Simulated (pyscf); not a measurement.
`[CH2]=[C]([F])[F]` + `[H]` [doublet] → `[CH2]=[C][F]` [doublet] + `[FH]`, an atom transfer (doublet surface; C–F broken, F–H formed). Single points on ωB97X-D3(BJ)/def2-SVP structures (PySCF, gas phase). MP2 and CC: frozen core, UHF for open shells. ΔMP2 is the change of the MP2 total energy from the triple- to the quadruple-zeta basis. Energies in kJ/mol from the separated reactants.

Small-basis levels: PySCF, no dispersion term, spherical d functions. AM1 to PM7: differences of heats of formation from MOPAC. GFN2-xTB: tblite. Open shells are spin-unrestricted. 

```tsv
level	barrier	reaction energy
HF/6-31G*	270.5	-4.3
MP2/6-31G*	268.5	+64.0
SVWN5/6-31G*	134.4	+61.4
BP86/6-31G*	137.6	+17.1
PBE/6-31G*	148.9	+37.3
B3LYP/3-21G	123.5	+56.4
B3LYP/LANL2DZ	97.0	-48.3
B3LYP/6-31G*	162.7	+16.7
B3LYP/6-311+G**	134.6	-53.2
PBE/def2-SVP	146.5	+17.5
GFN2-xTB	316.1	+95.6
PM6	73.5	-70.4
CCSD(T)/def2-TZVPP + ΔMP2(QZVPP)	184.3	-39.8
```

Against the last row the barrier runs from -110.7 (PM6) to +131.8 kJ/mol (GFN2-xTB). CCSD(T)/def2-TZVPP + ΔMP2(QZVPP) has limits of its own. One saddle was located; it need not be the lowest between these sides. The angle at the transferred F is 178°. The CCSD(T) − MP2 part came from Ansatz, without density fitting, on the same reference. A UHF reference is spin-contaminated (<S²> up to 1.00), which harms MP2 most.
